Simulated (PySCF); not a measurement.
# Basis-set dependence of population analyses: ethenylcyclopropane

Species: ethenylcyclopropane, C5H8.
Z-matrix (Å and degrees, PBE0-D3(BJ)/def2-SVP geometry), rows numbered from 1:
```
C 
C   1  1.3345
C   2  1.4822  1  126.44
C   3  1.4978  2  122.58  1   -14.05
C   4  1.4979  3   60.58  2  -108.52
H   1  1.0941  2  121.86  3    -1.98
H   1  1.0928  2  121.20  3   178.29
H   2  1.0976  1  118.59  3  -179.08
H   3  1.0964  2  113.69  1   133.70
H   4  1.0929  3  117.78  5  -108.85
H   4  1.0928  3  118.25  5   107.60
H   5  1.0935  3  116.96  4  -107.69
H   5  1.0933  3  118.25  4   108.77
```

PBE0 throughout (PySCF), one geometry, spherical d and f functions. The structure is a single PBE0-D3(BJ)/def2-SVP conformer in the gas phase; no vibrational or solvent corrections. Atoms taken as equivalent share a column and are averaged. The first 7 of 10 kinds of atom are listed.

Mulliken charges (e):

| basis | functions | C1 | C2 | C3 | C4/C5 | H6 | H7 | H8 |
| --- | --- | --- | --- | --- | --- | --- | --- | --- |
| STO-3G | 33 | -0.174 | -0.077 | -0.093 | -0.171 | +0.078 | +0.081 | +0.080 |
| 6-31G | 61 | -0.364 | -0.079 | -0.244 | -0.337 | +0.153 | +0.155 | +0.157 |
| 6-31G* | 86 | -0.400 | -0.089 | -0.194 | -0.365 | +0.164 | +0.168 | +0.161 |
| def2-SVP | 110 | -0.086 | -0.044 | -0.147 | -0.077 | +0.042 | +0.050 | +0.035 |
| pcSseg-1 | 125 | -0.171 | -0.178 | -0.260 | -0.203 | +0.117 | +0.121 | +0.109 |
| 6-311+G(2d,p) | 183 | -0.371 | -0.068 | +0.154 | -0.295 | +0.104 | +0.119 | +0.105 |
| def2-TZVP | 203 | -0.273 | -0.160 | -0.029 | -0.242 | +0.116 | +0.125 | +0.109 |

IAO charges (e):

| basis | functions | C1 | C2 | C3 | C4/C5 | H6 | H7 | H8 |
| --- | --- | --- | --- | --- | --- | --- | --- | --- |
| STO-3G | 33 | -0.267 | -0.139 | -0.151 | -0.266 | +0.127 | +0.135 | +0.134 |
| 6-31G | 61 | -0.329 | -0.131 | -0.144 | -0.295 | +0.142 | +0.151 | +0.144 |
| 6-31G* | 86 | -0.317 | -0.127 | -0.136 | -0.282 | +0.136 | +0.146 | +0.139 |
| def2-SVP | 110 | -0.314 | -0.125 | -0.135 | -0.276 | +0.134 | +0.143 | +0.138 |
| pcSseg-1 | 125 | -0.324 | -0.130 | -0.139 | -0.283 | +0.138 | +0.148 | +0.142 |
| 6-311+G(2d,p) | 183 | -0.336 | -0.131 | -0.141 | -0.294 | +0.143 | +0.153 | +0.146 |
| def2-TZVP | 203 | -0.335 | -0.130 | -0.141 | -0.294 | +0.142 | +0.152 | +0.145 |

Hirshfeld charges (e):

| basis | functions | C1 | C2 | C3 | C4/C5 | H6 | H7 | H8 |
| --- | --- | --- | --- | --- | --- | --- | --- | --- |
| STO-3G | 33 | -0.070 | -0.025 | -0.013 | -0.045 | +0.025 | +0.026 | +0.023 |
| 6-31G | 61 | -0.112 | -0.037 | -0.033 | -0.082 | +0.040 | +0.043 | +0.043 |
| 6-31G* | 86 | -0.111 | -0.039 | -0.035 | -0.082 | +0.040 | +0.043 | +0.043 |
| def2-SVP | 110 | -0.110 | -0.036 | -0.036 | -0.085 | +0.040 | +0.043 | +0.043 |
| pcSseg-1 | 125 | -0.109 | -0.037 | -0.041 | -0.087 | +0.041 | +0.044 | +0.044 |
| 6-311+G(2d,p) | 183 | -0.111 | -0.043 | -0.051 | -0.089 | +0.043 | +0.045 | +0.048 |
| def2-TZVP | 203 | -0.113 | -0.041 | -0.048 | -0.090 | +0.043 | +0.045 | +0.047 |

**Question.** Which scheme is steadiest as the basis changes?

**Answer.** Largest range over the bases for any column: Hirshfeld 0.05 e, IAO 0.07 e, Mulliken 0.41 e. Hirshfeld charges move least and Mulliken charges most, counted in e. Without the minimal STO-3G basis the ranges are Hirshfeld 0.02, IAO 0.02, Mulliken 0.41 e.

**Question.** How much do the charges still move between the two largest bases, 6-311+G(2d,p) and def2-TZVP?

**Answer.** At most, over all atoms: Mulliken 0.183 e, IAO 0.001 e, Hirshfeld 0.003 e.

**Question.** What do the same runs give for the total energy, the frontier levels and the dipole moment?

**Answer.** 
```csv
basis,energy (Eh),HOMO (eV),LUMO (eV),μ (D)
STO-3G,-192.7051,-5.40,3.53,0.27
6-31G,-194.9968,-6.87,0.83,0.42
6-31G*,-195.0431,-6.82,0.82,0.41
def2-SVP,-194.9108,-7.06,0.50,0.41
pcSseg-1,-195.0232,-7.12,0.35,0.42
"6-311+G(2d,p)",-195.1007,-7.10,0.13,0.47
def2-TZVP,-195.1164,-7.09,0.28,0.45
```

The dipole is fixed by the density alone, so its range of 0.20 D shows that the density itself changes with the basis, not only its division among atoms.
